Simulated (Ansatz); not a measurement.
**SiN+ (quintet): the correlation ladder, def2-QZVPP**

One table from this session's results is given with a row withheld; the runs are named, their logs left out.

The runs use Ansatz 0.2.0, Gaussian basis; def2-QZVPP, core rule «outside noble gas», up to 6 orbitals frozen.

To be run: UHF; ROHF; CCSD(T) on UHF.

**The system**

The geometry is a PBE0/def2-TZVP stationary point (not a proven minimum) of the parent state, kept for this charge and spin.

2 atoms, charge 1, spin multiplicity 5.

Atoms are counted from 1 here; the program's logs count them from 0.

Bond lengths: Si1–N2 1.889 Å.

As a file:

```xyz
2
charge 1, multiplicity 5
Si    0.0000    0.0000    0.0000
N     0.0000    0.0000    1.8891
```

Set-up of the first run:

The input, in.yaml:

```yaml
crystal:
  periodic: [false, false, false]
  atoms:
    - {symbol: Si, position_ang: [0.000000, 0.000000, 0.000000]}
    - {symbol: N, position_ang: [0.000000, 0.000000, 1.889128]}
basis:
  gaussian: {orbitals: "def2-QZVPP.json"}
total_charge: 1
magnetization: {spin_polarized: true, initial_magnetization: 4}
hamiltonian: {xc: hf}
output: {orbitals: {seedname: orbitals}}
```

Run with:

```console
$ ansatz run in.yaml --threads 1 --pin off --events-out ev --progress --plain --max-ram 4096MiB --backend cpu
```

Among the steps run: UHF; ROHF; CCSD(T) on UHF.

One of the session's tables, all rows but one given; the rest of the session is left out.

```
  method  from UCCSD(T) (kJ/mol)
    ROHF                  +563.4
     UHF                  +536.2
    UMP2                       ?
   UCCSD                   +20.0
UCCSD(T)                       0
```

**Question.** Estimate the row for UMP2.

**Answer.** from UCCSD(T) (kJ/mol): +99.9. In the column «from UCCSD(T) (kJ/mol)» it lies between UCCSD (+20.0) and UHF (+536.2).
